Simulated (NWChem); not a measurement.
Everything below was run with NWChem. System: butadiene (C4H6), charge 0, spin multiplicity 1, at a geometry optimised with B3LYP/def2-SVP. Level: CAM-B3LYP/def2-TZVP.

Job file:

```
start mol
memory heap 200 mb stack 900 mb global 1100 mb
geometry units angstroms nocenter noautoz
  C     -1.732951    -0.664785     0.000000
  C     -0.702433     0.196573     0.000000
  C      0.702433    -0.196573     0.000000
  C      1.732951     0.664785     0.000000
  H     -1.570268    -1.747594     0.000000
  H     -2.769563    -0.318727     0.000000
  H     -0.904885     1.274938     0.000000
  H      0.904885    -1.274938     0.000000
  H      2.769563     0.318727     0.000000
  H      1.570268     1.747594     0.000000
  symmetry group C2h
end
basis spherical
  * library def2-tzvp
end
dft
  xc xcamb88 1.00 lyp 0.81 vwn_5 0.19 hfexch 1.00
  cam 0.33 cam_alpha 0.19 cam_beta 0.46
  direct
  iterations 100
end
task dft energy
```

Output (cleaned and shortened):

```
             Northwest Computational Chemistry Package (NWChem) 7.3.0
             --------------------------------------------------------

                                NWChem Input Module
                                -------------------

 Scaling coordinates for geometry "geometry" by  1.889725989
 (inverse scale =  0.529177249)

 Turning off AUTOSYM since
 SYMMETRY directive was detected!

                             Geometry "geometry" -> ""
                             -------------------------

 Output coordinates in angstroms (scale by  1.889725989 to convert to a.u.)

  No.       Tag          Charge          X              Y              Z
 ---- ---------------- ---------- -------------- -------------- --------------
    1 C                    6.0000    -1.73295100    -0.66478500     0.00000000
    2 C                    6.0000    -0.70243300     0.19657300     0.00000000
    3 C                    6.0000     0.70243300    -0.19657300     0.00000000
    4 C                    6.0000     1.73295100     0.66478500     0.00000000
    5 H                    1.0000    -1.57026800    -1.74759400     0.00000000
    6 H                    1.0000    -2.76956300    -0.31872700     0.00000000
    7 H                    1.0000    -0.90488500     1.27493800     0.00000000
    8 H                    1.0000     0.90488500    -1.27493800     0.00000000
    9 H                    1.0000     2.76956300     0.31872700     0.00000000
   10 H                    1.0000     1.57026800     1.74759400     0.00000000

 Effective nuclear repulsion energy (a.u.)     103.2552853653

            Nuclear Dipole moment (a.u.)
            ----------------------------
        X                 Y               Z
 ---------------- ---------------- ----------------
     0.0000000000     0.0000000000     0.0000000000

      Symmetry information
      --------------------

 Group name             C2h
 Group number             21
 Group order               4
 No. of unique centers     5

      Symmetry unique atoms

     1    2    5    6    7


 Summary of "ao basis" -> "" (spherical)
 ------------------------------------------------------------------------------
       Tag                 Description            Shells   Functions and Types
 ---------------- ------------------------------  ------  ---------------------
 *                         def2-tzvp                  on all atoms

                                 NWChem DFT Module
                                 -----------------

 Summary of "ao basis" -> "ao basis" (spherical)
 ------------------------------------------------------------------------------
       Tag                 Description            Shells   Functions and Types
 ---------------- ------------------------------  ------  ---------------------
 C                         def2-tzvp                11       31   5s3p2d1f
 H                         def2-tzvp                 4        6   3s1p

 Summary of "ao basis" -> "ao basis" (spherical)
 ------------------------------------------------------------------------------
       Tag                 Description            Shells   Functions and Types
 ---------------- ------------------------------  ------  ---------------------
 C                         def2-tzvp                11       31   5s3p2d1f
 H                         def2-tzvp                 4        6   3s1p

      Symmetry analysis of basis
      --------------------------

        ag         57
        au         23
        bg         23
[...]
 d= 0,ls=0.0,diis     4   -155.9522624372 -4.04D-05  3.39D-05  5.35D-05    68.5
 d= 0,ls=0.0,diis     5   -155.9522683329 -5.90D-06  1.30D-05  1.26D-05    86.2
  Resetting Diis
 d= 0,ls=0.0,diis     6   -155.9522698228 -1.49D-06  3.22D-06  1.13D-06   103.9
 d= 0,ls=0.0,diis     7   -155.9522699794 -1.57D-07  1.47D-06  2.11D-08   121.5

         Total DFT energy =     -155.952269979444
      One electron energy =     -412.505285463588
           Coulomb energy =      177.068009482269
    Exchange-Corr. energy =      -23.770279363390
 Nuclear repulsion energy =      103.255285365265

 Numeric. integr. density =       29.999997191099

     Total iterative time =    120.4s

                  Occupations of the irreducible representations
                  ----------------------------------------------

                     irrep           alpha         beta
                     --------     --------     --------
                     ag                7.0          7.0
                     au                1.0          1.0
                     bg                1.0          1.0
                     bu                6.0          6.0

                       DFT Final Molecular Orbital Analysis
                       ------------------------------------

 Vector   13  Occ=2.000000D+00  E=-4.118158D-01  Symmetry=ag
              MO Center=  2.8D-15,  1.7D-16, -5.9D-16, r^2= 3.7D+00
   Bfn.  Coefficient  Atom+Function         Bfn.  Coefficient  Atom+Function
  ----- ------------  ---------------      ----- ------------  ---------------
   138     -0.158132   7 H  s               144     -0.158132   8 H  s
    37      0.156068   2 C  px               38     -0.156614   2 C  py
    68     -0.156068   3 C  px               69      0.156614   3 C  py
   132      0.119982   6 H  s               150      0.119982   9 H  s
    40      0.117854   2 C  px               71     -0.117854   3 C  px

 Vector   14  Occ=2.000000D+00  E=-3.959145D-01  Symmetry=au
              MO Center=  9.4D-16,  8.8D-16, -2.7D-16, r^2= 2.5D+00
   Bfn.  Coefficient  Atom+Function         Bfn.  Coefficient  Atom+Function
  ----- ------------  ---------------      ----- ------------  ---------------
    39      0.234361   2 C  pz               70      0.234361   3 C  pz
    42      0.197969   2 C  pz               73      0.197969   3 C  pz
     8      0.167349   1 C  pz              101      0.167349   4 C  pz
    11      0.145305   1 C  pz              104      0.145305   4 C  pz
    45      0.097535   2 C  pz               76      0.097535   3 C  pz

 Vector   15  Occ=2.000000D+00  E=-2.950975D-01  Symmetry=bg
              MO Center=  5.4D-16,  1.1D-16, -5.5D-16, r^2= 3.7D+00
   Bfn.  Coefficient  Atom+Function         Bfn.  Coefficient  Atom+Function
  ----- ------------  ---------------      ----- ------------  ---------------
     8      0.245778   1 C  pz              101     -0.245778   4 C  pz
    11      0.210506   1 C  pz              104     -0.210506   4 C  pz
    39      0.177007   2 C  pz               70     -0.177007   3 C  pz
    14      0.167405   1 C  pz              107     -0.167405   4 C  pz
    42      0.151865   2 C  pz               73     -0.151865   3 C  pz

 Vector   16  Occ=0.000000D+00  E= 7.127264D-03  Symmetry=au
              MO Center= -1.8D-16, -1.4D-15, -1.0D-15, r^2= 4.5D+00
   Bfn.  Coefficient  Atom+Function         Bfn.  Coefficient  Atom+Function
  ----- ------------  ---------------      ----- ------------  ---------------
    14      0.450094   1 C  pz              107      0.450094   4 C  pz
    45     -0.294294   2 C  pz               76     -0.294294   3 C  pz
     8      0.246112   1 C  pz              101      0.246112   4 C  pz
    11      0.200224   1 C  pz              104      0.200224   4 C  pz
    39     -0.183451   2 C  pz               70     -0.183451   3 C  pz

 Vector   17  Occ=0.000000D+00  E= 1.004877D-01  Symmetry=bu
              MO Center=  1.5D-13, -1.1D-13, -8.3D-14, r^2= 8.2D+00
   Bfn.  Coefficient  Atom+Function         Bfn.  Coefficient  Atom+Function
  ----- ------------  ---------------      ----- ------------  ---------------
   139      1.667417   7 H  s               145     -1.667417   8 H  s
   127     -1.259840   5 H  s               157      1.259840  10 H  s
    36     -1.154631   2 C  s                67      1.154631   3 C  s
     5      0.573381   1 C  s                98     -0.573381   4 C  s
    44     -0.504885   2 C  py               75     -0.504885   3 C  py

 Vector   18  Occ=0.000000D+00  E= 1.005241D-01  Symmetry=bg
              MO Center=  3.9D-15,  2.8D-15,  1.1D-13, r^2= 4.5D+00
   Bfn.  Coefficient  Atom+Function         Bfn.  Coefficient  Atom+Function
  ----- ------------  ---------------      ----- ------------  ---------------
    45      0.978267   2 C  pz               76     -0.978267   3 C  pz
    14     -0.661868   1 C  pz              107      0.661868   4 C  pz
    39      0.249859   2 C  pz               70     -0.249859   3 C  pz
    42      0.190068   2 C  pz               73     -0.190068   3 C  pz
     8     -0.128178   1 C  pz              101      0.128178   4 C  pz

 center of mass
 --------------
 x =   0.00000000 y =   0.00000000 z =   0.00000000

 moments of inertia (a.u.)
 ------------------
          75.603084605953        -104.704548361499           0.000000000000
        -104.704548361499         378.526648338144           0.000000000000
           0.000000000000           0.000000000000         454.129732944097

     Multipole analysis of the density
     ---------------------------------

     L   x y z        total         alpha         beta         nuclear
     -   - - -        -----         -----         ----         -------
     0   0 0 0     -0.000000    -15.000000    -15.000000     30.000000

     1   1 0 0     -0.000000     -0.000000     -0.000000      0.000000
     1   0 1 0     -0.000000     -0.000000     -0.000000      0.000000
     1   0 0 1     -0.000000     -0.000000     -0.000000      0.000000

     2   2 0 0    -17.434513   -122.756429   -122.756429    228.078345
     2   1 1 0     -0.028142    -30.571726    -30.571726     61.115309
     2   1 0 1     -0.000000     -0.000000     -0.000000      0.000000
     2   0 2 0    -17.193272    -35.967483    -35.967483     54.741694
     2   0 1 1      0.000000      0.000000      0.000000      0.000000
     2   0 0 2    -21.808889    -10.904445    -10.904445      0.000000

 Task  times  cpu:      121.6s     wall:      121.6s

 Total times  cpu:      121.6s     wall:      121.6s
```
